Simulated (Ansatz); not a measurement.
## Bulk modulus B0 of some elemental metals

Method: r²SCAN-D4 in Ansatz (PAW). References are measured values corrected to a static lattice.

Values in GPa.

| solid | reference | r²SCAN-D4 | error (%) |
|---|---|---|---|
| bcc Mo | 265 (265–278) | 275 | +3.8 |
| bcc V | 161 | 196 | +22 |
| fcc Rh | 271 (271–289) | 291 | +7.4 |
| fcc Cu | 144 | 171 | +18.8 |
| bcc W | 312 (300–328) | 324 | +3.8 |
| body-centred tetragonal In | 44.7¶ | 44.5 | -0.4 |
| bcc Ta | 198 | 203 | +2.5 |

Over these 7 solids the mean error is +8.2 %, the mean absolute error 8.4 % (median 3.8 %), and the worst case bcc V at +22 %; the value is too high in 6 of 7 cases.

All these references are brought to a static lattice.

Spin–orbit coupling is left out, also for the solids with elements from indium on (bcc W, body-centred tetragonal In, bcc Ta); its size isn't shown.

¶ marks references of a special kind: body-centred tetragonal In, 44.7 GPa (measured, copied from a table, unchecked, extrapolated to 0 K and zero-point effects removed; as tabulated in Lejaeghere et al. (2013), arXiv:1204.2733).

In Ansatz's fits of the non-cubic solids, shape and atoms are relaxed at each volume.

Brackets give the range of the sources taken for a reference, where it is wide; it can hold other temperatures.

Differences are worked out from the printed values.

Each level is taken at its own relaxed cell. Ansatz's density-functional and Hartree–Fock values are scalar-relativistic unless marked +SOC, with PAW data made under PBE.

Ansatz's runs of these crystals have no spin polarisation. Meta-GGAs and exact exchange favour moments, which can bear on bcc V, fcc Rh.

Not in this set, of the elemental metals with a reference value in our tables and a result at some level: 28 for no value at r²SCAN-D4 (not run, a failed fit, an unstable or unbound cell, or a value held back for tests); 6 for sources at odds; 3 for a reference at room or unstated temperature. These can be a level's best or worst cases. Solids without a released value at any level aren't counted. Layered and molecular crystals are counted apart. The metals Ce to Yb are counted apart.

References as tabulated in Levämäki et al. (2014), arXiv:1402.3671; doi:10.1021/acs.jctc.3c00612; Mejia-Rodriguez and Trickey (2018), arXiv:1807.09216; Lejaeghere et al. (2013), arXiv:1204.2733.

Ansatz is a first-principles code.
